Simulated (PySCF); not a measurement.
System (SMILES): ClB(Cl)Cl.
Geometry (B3LYP-D3(BJ)/def2-TZVP, fixed):
```xyz
4

B      0.0000     0.0000     0.0000
Cl     0.0051     1.7450    -0.0247
Cl     1.5085    -0.8773    -0.0189
Cl    -1.5136    -0.8677     0.0437
```

How fast the isotropic shielding of Cl2 converges with the basis for several methods (PySCF): deviation from each method's own reference, in ppm. References: HF 746.43 ppm, the value in pcseg-3; PBE 607.17 ppm, the value in pcseg-3; PBE0 648.06 ppm, the value in pcseg-3. All functions are spherical. No added dispersion term, no relativity. GIAO; atoms are numbered in the order shown.

```csv
basis,functions,HF,PBE,PBE0
6-31G,48,2.92,12.97,5.46
3-21G,48,28.99,54.98,42.84
def2-SV(P),68,64.65,73.19,69.30
6-31G*,68,36.00,37.34,34.78
def2-SVP,68,64.65,73.19,69.30
pcseg-1,68,8.34,3.61,2.53
6-311G**,96,16.46,25.72,21.77
"6-311++G(2d,2p)",132,10.80,13.38,12.61
def2-TZVP,142,-8.46,-9.03,-8.82
def2-TZVPD,175,-7.57,-9.74,-8.87
"6-311++G(3df,3pd)",180,17.91,17.28,17.77
cc-pCVTZ,220,4.82,7.56,6.89
```

Mean absolute deviation over 6-311G**, 6-311++G(2d,2p), def2-TZVP, def2-TZVPD, 6-311++G(3df,3pd), cc-pCVTZ: HF 11.00, PBE0 12.79, PBE 13.79 ppm.
